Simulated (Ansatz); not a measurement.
**CH₂Al (quartet): wave-function methods side by side, cc-pVDZ**

Aim: climb from Hartree-Fock through coupled cluster and multireference methods for CH₂Al (quartet) at one geometry and basis, and see what each rung misses.

Program: Ansatz 0.2.0, Gaussian basis. Level of theory: cc-pVDZ, core rule «outside noble gas», up to 6 orbitals frozen. These are calculated values, not measurements.

The runs, in order: UHF; CCSD(T) on ROHF; CCSD(T) on UHF; BCCD(T) on ROHF; CISD; CCSDT(Q) on ROHF; CCSDT(Q) on UHF; CASSCF and MRCISD+Q, 9 electrons in 10 orbitals; CASSCF and MRCISD+Q(relaxed), 9 electrons in 10 orbitals; CASSCF and NEVPT2, 9 electrons in 10 orbitals.

30 further runs of the same task are left out: 2 for a known fault of the program, 13 that didn't finish, 15 set aside as unsound or not needed.

### Step 1. The system

The geometry is a PBE0/def2-TZVP stationary point (not a proven minimum).

4 atoms, charge 0, spin multiplicity 4.

Atoms are counted from 1 here; the program's logs count them from 0.

Bond lengths: Al1–C2 1.925 Å, Al1–H3 1.580 Å, Al1–H4 1.580 Å. Angles: C2–Al1–H3 117.7°, C2–Al1–H4 117.7°, H3–Al1–H4 124.6°.

### Step 2. UHF

File in.yaml:

```yaml
crystal:
  periodic: [false, false, false]
  atoms:
    - {symbol: Al, position_ang: [0.000000, 0.000000, 0.527635]}
    - {symbol: C, position_ang: [0.000000, 0.000000, -1.397228]}
    - {symbol: H, position_ang: [0.000000, 1.398998, 1.262610]}
    - {symbol: H, position_ang: [0.000000, -1.398998, 1.262610]}
basis:
  gaussian: {orbitals: cc-pVDZ}
magnetization: {spin_polarized: true, initial_magnetization: 3}
hamiltonian: {xc: hf}
output: {orbitals: {seedname: orbitals}}
```

The run is started by

```
ansatz run in.yaml --threads 1 --pin off --events-out ev --progress --plain --max-ram 2393MiB
```

Further steps of the session: CCSD(T) on ROHF; CCSD(T) on UHF; BCCD(T) on ROHF; CISD; CCSDT(Q) on ROHF; CCSDT(Q) on UHF; CASSCF and MRCISD+Q, 9 electrons in 10 orbitals; CASSCF and MRCISD+Q(relaxed), 9 electrons in 10 orbitals; CASSCF and NEVPT2, 9 electrons in 10 orbitals.

**Question.** What will the summary of the whole plan be? Wanted: UCCSDT(Q) below the RHF energy; RMP2 from UCCSDT(Q); UMP2 from UCCSDT(Q); RCCSD from UCCSDT(Q); RCCSD(T) from UCCSDT(Q); UCCSD(T) from UCCSDT(Q); RCCSDT(Q) from UCCSDT(Q); NEVPT2 valence from UCCSDT(Q); MRCISD+Q valence from UCCSDT(Q).

As calculated:

```
                                quantity                                                                                                value
          UCCSDT(Q) below the RHF energy                                                                                           -4.4127 eV
                     RMP2 from UCCSDT(Q)                                                                                          +1041.9 meV
                     UMP2 from UCCSDT(Q)                                                                                          +1033.9 meV
                    RCCSD from UCCSDT(Q)                                                                                           +113.5 meV
                 RCCSD(T) from UCCSDT(Q)                                                                                            +29.7 meV
                 UCCSD(T) from UCCSDT(Q)                                                                                            +28.6 meV
                RCCSDT(Q) from UCCSDT(Q)                                                                                             +1.2 meV
           NEVPT2 valence from UCCSDT(Q)                                                                                           +839.1 meV
         MRCISD+Q valence from UCCSDT(Q)                                                                                            +26.5 meV
MRCISD+Q(relaxed) valence from UCCSDT(Q)                                                                                            -23.9 meV
       levels within 1 kcal/mol (43 meV)  RCCSD(T), UCCSD(T), BCCD(T), RCCSDT, UCCSDT, RCCSDT(Q), MRCISD+Q valence, MRCISD+Q(relaxed) valence
                           T1 diagnostic                                                                                                0.023
          effectively unpaired electrons                                                                                                 3.01
```

**Reading.** RCCSD(T) lands +29.7 meV from the yardstick (0.7 % of the correlation energy). One determinant dominates. Of the multireference levels listed MRCISD+Q(relaxed) valence comes nearest in total energy (-23.9 meV), which doesn't show that its space is the better one. These misses are within one basis, not against nature; the frozen cores of restricted and unrestricted runs differ, which can shift their rows.
